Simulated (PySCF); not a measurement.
# C5H12N+: geometry, NMR shifts, spin-spin couplings and electronic excitations

Wanted: the NMR shifts, spin-spin couplings and electronic excitations of C5H12N+ (`C[N+]1(C)CCC1`), by calculation.

Computed with PySCF 2.14.0, with density-fitted response routines of our own, on a single molecule in the gas phase. Atoms count from 0, in the outputs and in this text.

## Step 1: Starting geometry

18 atoms, charge 1, multiplicity 1; geometry from: GFN2-xTB. The atoms were then displaced at random by about 0.03 Å, so the start is not that level's minimum.

Bonds of the start (Å): C0–N1 1.50, N1–C2 1.50, N1–C3 1.58, C3–C4 1.44, C4–C5 1.54, C5–N1 1.50, C0–H6 1.13, C0–H7 1.04, C0–H8 1.11, C2–H9 1.13, C2–H10 1.11, C2–H11 1.01, C3–H12 1.12, C3–H13 1.13, C4–H14 1.08, C4–H15 1.15, C5–H16 1.10, C5–H17 1.09.

## Step 2: Optimising the geometry at PBE0-D3(BJ)/def2-SVP

What the job is given:

```
{"job": {"xc": "PBE0", "basis": "def2-SVP", "d3": "d3bj", "grid": 1, "shake": 0.03, "kind": "geom"}, "charge": 1, "multiplicity": 1}
C     -0.704200    -1.436690    -0.428990
N     -0.347610    -0.054440     0.024690
C     -1.539270     0.726610     0.482550
C      0.645370     0.666990    -0.971470
C      1.778820     0.309010    -0.159280
C      0.817330    -0.115540     0.968270
H     -1.452800    -1.253180    -1.253630
H      0.136390    -1.913770    -0.814820
H     -1.245340    -1.893200     0.428550
H     -1.157380     1.689200     0.926130
H     -2.017570     0.181990     1.328620
H     -2.158500     0.908690    -0.290760
H      0.406580     0.266320    -1.990030
H      0.267100     1.731920    -0.985260
H      2.388250    -0.498090    -0.540030
H      2.424260     1.212130     0.143820
H      0.735520     0.613130     1.788470
H      0.949220    -1.111500     1.397590
```

On the command line:

```console
OMP_NUM_THREADS=1 python probes_run.py task.json out
```

One launch serves the whole session: the jobs run in the order shown.

**Question.** This job is followed by: GIAO PBE0/pcSseg-1 NMR shielding, non-relativistic, gas phase; B3LYP/pcJ-1 indirect spin-spin coupling, non-relativistic, gas phase; TDDFT CAM-B3LYP/def2-SVPD, vertical, gas phase, core orbitals frozen in the response; GIAO CAM-B3LYP/pcSseg-1 NMR shielding, non-relativistic, gas phase. What will the session give for the following? point group; rotational constants (main isotopes); 13C shifts against TMS (PBE0/pcSseg-1, means over atoms taken as alike); 1H shifts against TMS (PBE0/pcSseg-1, means over atoms taken as alike); 15N shifts against NH3 (PBE0/pcSseg-1); largest coupling of the table (B3LYP/pcJ-1); lowest singlet (CAM-B3LYP/def2-SVPD); brightest single state of those computed; lowest triplet; vertical ionisation energy (ΔSCF); vertical electron affinity (ΔSCF); range of the shift of N1.

The runs gave:

| quantity | value |
| --- | --- |
| point group | Cs |
| rotational constants (main isotopes) | 5.21, 3.20, 2.94 GHz |
| 13C shifts against TMS (PBE0/pcSseg-1, means over atoms taken as alike) | 68.2, 53.9, 12.7 ppm |
| 1H shifts against TMS (PBE0/pcSseg-1, means over atoms taken as alike) | 4.11, 3.04, 2.78 ppm |
| 15N shifts against NH3 (PBE0/pcSseg-1) | 74.9 ppm |
| largest coupling of the table (B3LYP/pcJ-1) | 1J(C,H) C3–H12, 160.0 Hz |
| lowest singlet (CAM-B3LYP/def2-SVPD) | 9.67 eV (128 nm), f = 0.031 |
| brightest single state of those computed | state 8, 10.73 eV, f = 0.040 |
| lowest triplet | 9.33 eV |
| vertical ionisation energy (ΔSCF) | 16.97 eV |
| vertical electron affinity (ΔSCF) | 2.32 eV |
| range of the shift of N1 | 74.9 to 75.7 ppm |

The start was shaken at random, so part of the energy gained undoes that. The most deshielded hydrogen is H12, H13, H16, H17 (mean) (hydrogen on an sp3 CH2 bonded to N), at 4.11 ppm: its carbon carries N, hence the downfield position. At PBE0/pcSseg-1: Shielding is most anisotropic at C3, C5 (span 92 ppm, paramagnetic term -135 ppm). At PBE0/pcSseg-1, counted by nearest atom on the grid, the HOMO lies on H14 23 %; H15 15 %, the LUMO on 10 H atoms about 7 % each; C3, C5 about 6 % each. Of the pairs tabulated at B3LYP/pcJ-1, C3–H12 (mean over like pairs) couples most strongly (160.0 Hz; Fermi contact 159.4 Hz). Couplings across rotatable bonds belong to this one conformer; where others are populated, the observed values are averages. ΔSCF puts the ionisation energy at 16.97 eV, 1.02 eV above −ε(HOMO). In ppm, N1 moves most: its shift spreads over 0.8 ppm, from 74.9 (PBE0/pcSseg-1) to 75.7 (CAM-B3LYP/pcSseg-1).
